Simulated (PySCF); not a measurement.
CH₃, SMILES `[CH3]` (charge 0, multiplicity 2)

These are TPSSh-D3(BJ)/def2-TZVP // r2SCAN-D4/def2-SVP run with PySCF values and carry that method's errors.

| Item | Value |
|---|---|
| highest occupied spin orbital | -6.06 eV |
| dipole moment | 0.00 D |
| total energy | -39.8614 Ha |
| cost | around 23 core-seconds (rough) |

```xyz
4

C      0.0000     0.0000    -0.0006
H      1.0554    -0.2746    -0.0026
H     -0.7655    -0.7767    -0.0013
H     -0.2899     1.0513     0.0045
```
Charge 0, spin multiplicity 2.
